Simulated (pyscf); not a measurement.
Thermochemistry of product channels of `[AsH3]` + `[SiH3]` [doublet] on the doublet surface, in eV, from ωB97M-D3(BJ)/def2-TZVP energies (ideal gas, 1 atm, RRHO with modes under 100 cm⁻¹ raised to 100, one conformer, R ln 2 for rigid chiral ones). Optimised with ωB97X-D3(BJ)/def2-SVP in PySCF.

```
products                                               ΔE  ΔH(298 K)  ΔG(600 K)  ΔG(1200 K)
--------------------------------------------------  -----  ---------  ---------  ----------
`[SiH3][AsH2]` + `[H]` [doublet]                      ___      +0.38      +0.56         ___
`[AsH]` [triplet] + `[SiH4]` + `[H]` [doublet]      +2.37      +2.22      +1.66       +1.04
`[SiH2][AsH2]` [doublet] + `[H][H]`                 -0.17      -0.20      -0.14       -0.16
`[AsH2]` [doublet] + `[SiH4]`                       -0.81      -0.80      -0.74       -0.68
`[SiH3][AsH]` [doublet] + `[H][H]`                  -0.88      -0.91      -0.83       -0.84
`[AsH2]` [doublet] + `[H][H]` + `[SiH2]` [singlet]    ___      +1.64      +0.85       +0.03
```

Fill in the missing entries.


- `[SiH3][AsH2]` + `[H]` [doublet], ΔE: +0.45
- `[SiH3][AsH2]` + `[H]` [doublet], ΔG(1200 K): +0.64
- `[AsH2]` [doublet] + `[H][H]` + `[SiH2]` [singlet], ΔE: +1.81

These are energies of the channels, which say nothing of barriers. Elements up to Kr have no core potential and no relativistic terms here.
